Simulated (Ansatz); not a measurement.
How the band gap of 1T (CdI2-type) TiS₂ moves with the method

No measured value is used here.

| level (code) | value (eV) | cell (Å³/atom) |
|---|---|---|
| LDA (Ansatz) | 0.00 | 17.27 |
| BLYP (Ansatz) | 0.00 | 19.14 |
| PBE (Ansatz) | 0.00 | 22.20 |
| HSE06 (Ansatz) | (withheld) | 21.88 |
| PBE0 (Ansatz) | 1.39 (indirect) | 21.96 |

Problem. Some entries are withheld; supply them.

Solution. 
- HSE06 (Ansatz, a quantum-chemistry and plane-wave program), value (eV): 0.76 (indirect)

Computed values are for a static lattice. A gap of zero means that the bands touch or overlap; how far they overlap is not shown.  LDA, PBE, HSE06, PBE0: the cell comes from a level without a dispersion term, which matters for the spacing of layers, chains or molecules. HSE06, PBE0: the gap is read on the k mesh or supercell of the run alone and can be too large. Values are at the level's own equilibrium cell; BLYP at a fixed cell, not relaxed at this level and not confirmed as the measured one. Cutoffs and k meshes differ between the levels. Ansatz's density-functional and Hartree–Fock values are scalar-relativistic unless marked +SOC, with PAW data made under PBE.
